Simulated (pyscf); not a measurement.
Thermochemistry of product channels of `[SiH3][AsH2]` + `[AsH3]` on the singlet surface, in kJ/mol, from ωB97M-D3(BJ)/def2-TZVP energies (ideal gas, 1 atm, RRHO with modes under 100 cm⁻¹ raised to 100, one conformer, R ln 2 for chiral ones without a mode under 150 cm⁻¹). Optimised with ωB97X-D3(BJ)/def2-SVP in PySCF.

```csv
products,ΔE,ΔH(298 K),ΔG(298 K),ΔG(900 K)
`[AsH2][SiH2][AsH2]` + `[H][H]`,-8.1,-12.7,-4.4,…
`[SiH3][AsH][AsH2]` + `[H][H]`,…,-13.2,-4.3,+6.6
```

### Question
Some entries are withheld; supply them.

### Answer

- `[AsH2][SiH2][AsH2]` + `[H][H]`, ΔG(900 K): +4.7
- `[SiH3][AsH][AsH2]` + `[H][H]`, ΔE: -9.8

These are energies of the channels, which say nothing of barriers. Elements up to Kr have no core potential and no relativistic terms here.
